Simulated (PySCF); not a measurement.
# How exact exchange moves a shielding

Molecule: SMILES C1(OC)=C[C@@H]1F, C$_{4}$H$_{5}$FO.

Geometry (Å), atoms numbered from 1 in this order:
```xyz
11

C    -1.7601    0.3765   -0.1558
O    -0.8484   -0.4430   -0.8697
C     0.3945   -0.4004   -0.4455
C     1.6284   -0.8275   -0.5476
C     1.3250    0.1265    0.5418
F     1.2422   -0.3276    1.8462
H    -2.7636    0.1151   -0.5119
H    -1.6894    0.1879    0.9268
H    -1.5704    1.4433   -0.3535
H     2.3904   -1.4418   -1.0186
H     1.6928    1.1645    0.5711
```

GIAO shieldings (ppm, equivalent atoms averaged) in PySCF on the PBE0-D3(BJ)/def2-SVP geometry, basis pcSseg-2, gas phase, non-relativistic:

| functional | exact exchange (%) | σ(C4) | σ(C5) | σ(C1) | σ(O2) |
| --- | --- | --- | --- | --- | --- |
| BLYP | 0 | 91.4 | 100.5 | 112.9 | 221.3 |
| BP86 | 0 | 94.9 | 104.9 | 117.4 | 225.4 |
| PBE | 0 | 94.9 | 105.1 | 117.7 | 224.5 |
| PBE0 | 25 | 98.2 | 113.5 | 123.6 | 242.3 |
| mPW1PW91 | 25 | 97.5 | 112.8 | 122.9 | 241.8 |
| BHandHLYP | 50 | 98.2 | 117.4 | 124.9 | 255.8 |
| HF | 100 | 107.4 | 132.5 | 135.4 | 282.7 |

Task: Fit each shielding as a line in the percentage of exact exchange.

Result: σ(C4) = 93.8 + 0.13 x (rms 1.4 ppm); σ(C5) = 104.2 + 0.29 x (rms 1.8 ppm); σ(C1) = 116.7 + 0.19 x (rms 1.9 ppm); σ(O2) = 225.0 + 0.59 x (rms 2.0 ppm). The functionals also differ in their semilocal parts, which the line can't hold; Hartree–Fock has no correlation at all.

Task: What does the line predict for B3LYP (20 %), and what does the run give?

Result: σ(C4): 96.4 predicted, 94.1 computed; σ(C5): 110.0 predicted, 107.7 computed; σ(C1): 120.5 predicted, 118.1 computed; σ(O2): 236.8 predicted, 236.3 computed ppm.
